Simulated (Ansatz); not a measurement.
2H WS2, treated with PBE (plane waves, PAW; Ansatz, a quantum-chemistry and plane-wave program).

Numerical settings: plane-wave cutoff 520 eV, 12×12×4 k mesh (along the axes of the cell as run), Fermi–Dirac smearing 0.01 eV, no spin polarisation, scalar-relativistic PAW data made under PBE.

Starting structure:

```
CELL_PARAMETERS angstrom
      3.15000     0.00000     0.00000
     -1.57500     2.72798     0.00000
      0.00000     0.00000    12.32000
ATOMIC_POSITIONS crystal
  W  0.66667 0.33333 0.75000
  W  0.33333 0.66667 0.25000
  S  0.66667 0.33333 0.37800
  S  0.33333 0.66667 0.87800
  S  0.33333 0.66667 0.62200
  S  0.66667 0.33333 0.12200
```

**Question.** Into what structure does the relaxation of cell and atoms lead at this level, with the symmetry of the start kept?

**Answer.** The volume rises by 24 %; final space group P6_3/mmc.
```
CELL_PARAMETERS angstrom
      3.18766     0.00000     0.00000
     -1.59383     2.76060     0.00000
      0.00000     0.00000    14.88763
ATOMIC_POSITIONS crystal
  W  0.66667 0.33333 0.75000
  W  0.33333 0.66667 0.25000
  S  0.66667 0.33333 0.35553
  S  0.33333 0.66667 0.85553
  S  0.33333 0.66667 0.64447
  S  0.66667 0.33333 0.14447
```

Note: the cell comes from a level without a dispersion term, which matters for the spacing of layers, chains or molecules; the cell has widely spaced layers and the level no dispersion term, so their spacing and the moduli can rest on weak binding.
